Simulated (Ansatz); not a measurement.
Process, species as SMILES: F atom → [F-] (an electron is taken up)
B3LYP-D3(BJ)/def2-TZVP geometries, fixed; electronic energies without zero-point terms; positive where energy is released.

Effect of a fitting basis named in the input at MP2/aug-cc-pVTZ with Ansatz (an electronic-structure program), against the last row, where the adiabatic electron affinity is 3.64 eV. Cores are frozen. Open shells are unrestricted. The default fits or decomposes integrals by the program's own choice; accuracy: high also tightens integrals, grids and stops.

| setting | largest shift of a total energy (mEh) | shift of the adiabatic electron affinity (eV) |
|---|---|---|
| fitting: def2-universal-jkfit and def2-SVP-RIFIT | -4.270 | 0.032 |
| fitting: def2-universal-jkfit and cc-pVDZ-RIFIT | -1.998 | 0.006 |
| fitting: def2-universal-jkfit and cc-pVTZ-RIFIT | 0.134 | -0.007 |
| fitting: def2-universal-jkfit and aug-cc-pVTZ-RIFIT | 0.094 | -0.001 |
| fitting: def2-universal-jkfit and cc-pVQZ-RIFIT | 0.397 | -0.009 |
| fitting: def2-universal-jkfit and aug-cc-pVQZ-RIFIT | 0.078 | -0.001 |
| accuracy: high | -0.001 | 0.000 |
| accuracy: medium (default) | 0.000 | 0.000 |

Within 0.01 eV in the adiabatic electron affinity: fitting: def2-universal-jkfit and cc-pVDZ-RIFIT; fitting: def2-universal-jkfit and cc-pVTZ-RIFIT; fitting: def2-universal-jkfit and aug-cc-pVTZ-RIFIT; fitting: def2-universal-jkfit and cc-pVQZ-RIFIT; fitting: def2-universal-jkfit and aug-cc-pVQZ-RIFIT; accuracy: high. The largest shift is 4.270 mEh in a total energy and 0.032 eV in the difference.
